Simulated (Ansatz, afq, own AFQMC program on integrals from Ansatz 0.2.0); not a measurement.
Integrals from Ansatz 0.2.0, then the random walk in our own AFQMC program (afq).

```yaml
crystal:
  periodic: [false, false, false]
  atoms:
    - {symbol: Si, position_ang: [0.000000, -0.034690, 0.693631]}
    - {symbol: O, position_ang: [0.000000, 0.114677, -1.327858]}
    - {symbol: H, position_ang: [1.203564, -0.756128, 1.191387]}
    - {symbol: H, position_ang: [0.000000, 1.355241, 1.203582]}
    - {symbol: H, position_ang: [-1.203564, -0.756128, 1.191387]}
    - {symbol: H, position_ang: [0.000000, -0.696696, -1.836309]}
basis:
  gaussian: {orbitals: 6-31G}
magnetization: {spin_polarized: false}
correlation: {method: ccsd_t, electrons: outside_noble_gas, hamiltonian_folder: ham}
```

```sh
$ ansatz run in.yaml --threads 1 --pin off --events-out ev --progress --plain --max-ram 1382MiB
```

Options of the walk:

```
--method phaseless --trial cisd --walkers 170 --populations 1 --least-time 40 --time-step 0.005 --steps-per-block 50 --equilibration-blocks 28 --max-blocks 300 --target-error 0.00045 --factor-cut 1e-05 --seed 1668 --release-times 0.24,0.51,0.99,1.62,2.4 --release-step 0.03 --release-every 4 --taylor-order 6
```

Times are imaginary, in 1/Eh. The walk had a cap of 533 s.

afq prints:

```
orbitals 24  electrons 7 7  factors 163 of 343
reference energy -366.01069228 Eh
CCSD correlation -0.21049731 Eh in 10 cycles, weight of the determinant in the CISD state 0.9026
energy of the start -366.221189 Eh
 block  time / (1/Eh)  mean weight  energy / Eh
     1     0.250  0.9990  -366.218100
     2     0.500  0.9994  -366.221946
     3     0.750  0.9990  -366.222716
     4     1.000  0.9999  -366.223048
     5     1.250  0.9998  -366.224166
     8     2.000  0.9987  -366.222869
    13     3.250  1.0003  -366.227304
    25     6.250  0.9975  -366.226459
    37     9.250  1.0009  -366.227275
    49    12.250  0.9992  -366.229335
    61    15.250  1.0005  -366.225586
    73    18.250  1.0001  -366.221236
    85    21.250  1.0002  -366.226453
    97    24.250  0.9996  -366.224724
   109    27.250  1.0006  -366.225074
   121    30.250  1.0012  -366.223578
   133    33.250  0.9985  -366.225902
   145    36.250  0.9992  -366.221305
   149    37.250  0.9998  -366.239035
   157    39.250  1.0009  -366.223877
   169    42.250  1.0008  -366.224566
   181    45.250  1.0005  -366.234724
   185    46.250  1.0016  -366.222303
blocks merged  error / Eh  count
     1  0.000253  160
     2  0.000317  80
     4  0.000364  40
     8  0.000436  20
    16  0.000375  10
released: time / (1/Eh)  energy / Eh  error  mean overlap
  0.24  -366.225741  0.000308  1.0001
  0.51  -366.225621  0.000295  1.0006
  0.99  -366.226153  0.000274  1.0000
  1.62  -366.226209  0.000329  0.9928
  2.40  -366.225348  0.000319  1.0169
energy -366.226097 +/- 0.000436 Eh
(rows thinned)
```

The run passed its tests (sampling time, drift between the halves within three errors, error under three times the target), which doesn't prove that it has relaxed. The second half of the sampling lies above the first by 1.5 errors of their difference, so the energy may still be moving and its error bar be too small.

Against this walk (error 11.9 meV) on the same determinant: CCSD(T) 38.2 meV higher, CCSDT(Q) 3.7 meV higher (within the noise). The error is statistical and leaves out the bias of the constraint. Released to 2.40 1/Eh the energy moves by 20 ± 15 meV (both errors), within twice the noise.

Cautions: constraint bias not in the error.

The walk took 3.4 min on 1 thread of Intel(R) Xeon(R) Platinum 8259CL CPU @ 2.50GHz (Skylake/Cascade Lake) (shared host). The log's last line is the phaseless energy.

CCSDT and higher add their correlation energy to the determinant of the CCSD(T) run, since their own runs factorise the integrals more tightly (a shift of under 2 meV). A walk keeps the symmetry of its determinant, which the program's search chose and which needn't be the lowest solution, so a lower state of the same spin and another symmetry isn't excluded.
